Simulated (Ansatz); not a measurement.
# C5H9N: the cost of one run

Program: Ansatz 0.2.0. Level of theory: the levels named in each step. These are calculated values, not measurements.

## (1) The structure to begin with

Bond lengths: C1–C2 1.524 Å, C2–C3 1.527 Å, C3–C4 1.534 Å, C4–C5 1.440 Å, C5–N6 1.143 Å, C1–H7 1.084 Å, C1–H8 1.087 Å, C1–H9 1.091 Å, C2–H10 1.089 Å, C2–H11 1.097 Å, C3–H12 1.091 Å, C3–H13 1.094 Å, C4–H14 1.095 Å, C4–H15 1.093 Å. Angles (14 of 25 angles, heavy atoms first): C1–C2–C3 111.5°, C2–C3–C4 111.4°, C3–C4–C5 111.1°, C4–C5–N6 179.3°, C1–C2–H10 109.5°, C1–C2–H11 109.3°, C3–C2–H10 109.7°, C3–C2–H11 109.1°, C2–C1–H7 110.6°, C2–C1–H8 110.5°, C2–C1–H9 110.5°, C2–C3–H12 109.8°, C2–C3–H13 109.3°, C4–C3–H12 109.4°.

Structure file:

```xyz
15

C    -2.9720    0.2900   -0.0594
C    -1.7099   -0.4125   -0.5444
C    -0.4592    0.1725    0.1066
C     0.8098   -0.5354   -0.3839
C     1.9862    0.0235    0.2297
N     2.9122    0.4765    0.7240
H    -2.9375    1.3466   -0.3005
H    -3.8530   -0.1417   -0.5282
H    -3.0744    0.1884    1.0224
H    -1.6372   -0.3212   -1.6272
H    -1.7742   -1.4804   -0.3032
H    -0.5289    0.0797    1.1909
H    -0.3920    1.2382   -0.1323
H     0.9046   -0.4352   -1.4698
H     0.7670   -1.6002   -0.1392
```

## (2) A rough first relaxation, PBE-D4/def2-SVP

File input.yaml:

```yaml
crystal:
  periodic: [false, false, false]
  atoms:
    - { symbol: C, position_ang: [-2.972, 0.28996, -0.05943] }
    - { symbol: C, position_ang: [-1.70993, -0.41253, -0.54444] }
    - { symbol: C, position_ang: [-0.45918, 0.17251, 0.10655] }
    - { symbol: C, position_ang: [0.80985, -0.53537, -0.38389] }
    - { symbol: C, position_ang: [1.98622, 0.02349, 0.2297] }
    - { symbol: "N", position_ang: [2.91215, 0.4765, 0.72397] }
    - { symbol: H, position_ang: [-2.93753, 1.3466, -0.3005] }
    - { symbol: H, position_ang: [-3.85303, -0.14173, -0.52822] }
    - { symbol: H, position_ang: [-3.07441, 0.18836, 1.02237] }
    - { symbol: H, position_ang: [-1.63723, -0.32119, -1.62718] }
    - { symbol: H, position_ang: [-1.77423, -1.48041, -0.30319] }
    - { symbol: H, position_ang: [-0.52892, 0.07971, 1.1909] }
    - { symbol: H, position_ang: [-0.39201, 1.23822, -0.13228] }
    - { symbol: H, position_ang: [0.90465, -0.43517, -1.46982] }
    - { symbol: H, position_ang: [0.76697, -1.60016, -0.13924] }
basis:
  gaussian: { orbitals: def2-SVP }
hamiltonian:
  xc: pbe
  dispersion: d4
relax:
  f_tol: 0.03
  max_steps: 200
```

The run is started by

```bash
> ansatz run input.yaml --threads 4 --pin off --max-ram 10240MiB --backend cpu --events-out ev --progress --plain --runs-dir out
```

What time and memory should one allow on 4 threads of Arm Neoverse V1, shared host?

About 8.1 s, with a peak of 0.17 GiB.
